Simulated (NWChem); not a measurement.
hydrogen fluoride (HF); SMILES F

Program: NWChem. Pople sets run with spherical d functions. STO-3G and 3-21G are far too small for this property and stand as cheap habits. Structure relaxed at the B3LYP/6-31G* (spherical d) level. B3LYP is NWChem's, with the RPA form of VWN correlation. Field at 589 nm.

```json
[
 {"level": "B3LYP/STO-3G", "isotropic polarisability (bohr³)": "1.1", "anisotropy (bohr³)": "3.2"},
 {"level": "B3LYP/6-31G*", "isotropic polarisability (bohr³)": "2.8", "anisotropy (bohr³)": "2.8"},
 {"level": "B3LYP/def2-SVP", "isotropic polarisability (bohr³)": "2.7", "anisotropy (bohr³)": "2.8"},
 {"level": "B3LYP/def2-SVPD", "isotropic polarisability (bohr³)": "5.7", "anisotropy (bohr³)": "1.6"},
 {"level": "B3LYP/aug-cc-pVDZ", "isotropic polarisability (bohr³)": "5.3", "anisotropy (bohr³)": "2.1"},
 {"level": "B3LYP/def2-TZVPD", "isotropic polarisability (bohr³)": "5.9", "anisotropy (bohr³)": "1.3"}
]
```
